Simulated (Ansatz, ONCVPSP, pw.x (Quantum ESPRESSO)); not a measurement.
## pw.x on fcc Ta: one setting changed

Potential: optimised norm-conserving Vanderbilt (ONCV), ONCVPSP 4.0.1.1 (patched build), LDA (Perdew-Wang 92); core [Kr] 4d10 4f14, reference 5s2 5p6 5d3 6s2; waves: 5s+6s: rc 1.65 bohr, ncon 3, nbas 7, qcut 8.3 1/bohr, 2 projectors; 5p: rc 2.00 bohr, ncon 4, nbas 8, qcut 8.6 1/bohr, 2 projectors, debl 2.8 Ha; 5d: rc 2.60 bohr, ncon 4, nbas 8, qcut 6.1 1/bohr, 1 projector; local part: polynomial inside 1.65 bohr (lpopt 5, dvloc0 0 Ha); core correction: none.

The reference run (k-mesh 14³, cutoffs 65/260 Ry, Fermi–Dirac 0.01 Ry, mixing_beta 0.4, conv_thr 1e-9, no spin) gives -3.95 GPa at 17.836 Å³/atom, where all-electron LAPW gives -0.93 GPa. This run, with its own iteration cap, changes degauss to 0.02.

```
&control
  calculation='scf', prefix='x', pseudo_dir='./', outdir='./tmp', tstress=.true., disk_io='none'
/
&system
  ibrav=0, nat=1, ntyp=1, ecutwfc=65, ecutrho=260, nbnd=14,
  occupations='smearing', smearing='fd', degauss=0.02
/
&electrons
  conv_thr=1e-09, mixing_beta=0.4, electron_maxstep=60
/
ATOMIC_SPECIES
Ta 1.0 Ta.UPF
CELL_PARAMETERS angstrom
  0.00000000 2.07374725 2.07374725
  2.07374725 0.00000000 2.07374725
  2.07374725 2.07374725 0.00000000
ATOMIC_POSITIONS crystal
Ta 0.0000 0.0000 0.0000
K_POINTS automatic
14 14 14 0 0 0
```

```bash
pw.x < Ta.scf.in > Ta.scf.out
```

Question: How does the run end?

Answer: It converges in 6 iterations; the free energy moves by -111.0 meV/atom and the pressure by +0.94 GPa. In a metal, with Fermi–Dirac smearing, F lies below its zero-width value by a term in the square of the width.

```
Message from routine setup:
     using ibrav=0 with symmetry is DISCOURAGED, use correct ibrav instead
     lattice parameter (alat)  =       5.5420  a.u.
     unit-cell volume          =     120.3633 (a.u.)^3
     number of electrons       =        13.00
     number of Kohn-Sham states=           14
     kinetic-energy cutoff     =      65.0000  Ry
     charge density cutoff     =     260.0000  Ry
     scf convergence threshold =      1.0E-09
     Exchange-correlation= SLA  PW   NOGX NOGC
     number of k points=   104  Fermi-Dirac smearing, width (Ry)=  0.0200
     iteration #  1     ecut=    65.00 Ry     beta= 0.40
     total energy              =    -117.14195057 Ry
     estimated scf accuracy    <       0.02380755 Ry
     iteration #  2     ecut=    65.00 Ry     beta= 0.40
     total energy              =    -117.14141871 Ry
     estimated scf accuracy    <       0.00421231 Ry
     iteration #  3     ecut=    65.00 Ry     beta= 0.40
     total energy              =    -117.14190590 Ry
     estimated scf accuracy    <       0.00017039 Ry
     iteration #  4     ecut=    65.00 Ry     beta= 0.40
     total energy              =    -117.14191591 Ry
     estimated scf accuracy    <       0.00000229 Ry
     iteration #  5     ecut=    65.00 Ry     beta= 0.40
     total energy              =    -117.14191653 Ry
     estimated scf accuracy    <       0.00000019 Ry
     iteration #  6     ecut=    65.00 Ry     beta= 0.40
     the Fermi energy is    18.7010 ev
!    total energy              =    -117.14191656 Ry
     estimated scf accuracy    <          3.5E-10 Ry
     smearing contrib. (-TS)   =      -0.02154607 Ry
     The total energy is F=E-TS. E is the sum of the following terms:
     one-electron contribution =     -19.32210858 Ry
     hartree contribution      =      14.56608585 Ry
     xc contribution           =     -13.50259769 Ry
     ewald contribution        =     -98.86175007 Ry
     convergence has been achieved in   6 iterations
          total   stress  (Ry/bohr**3)                   (kbar)     P=      -30.08
     Message from routine punch:
     Nothing written, as per user request (disk_io='none')
```

The run took about 12 s on one core of a shared host (Intel(R) Xeon(R) Platinum 8488C, 192 threads, 744 GiB, load 61).
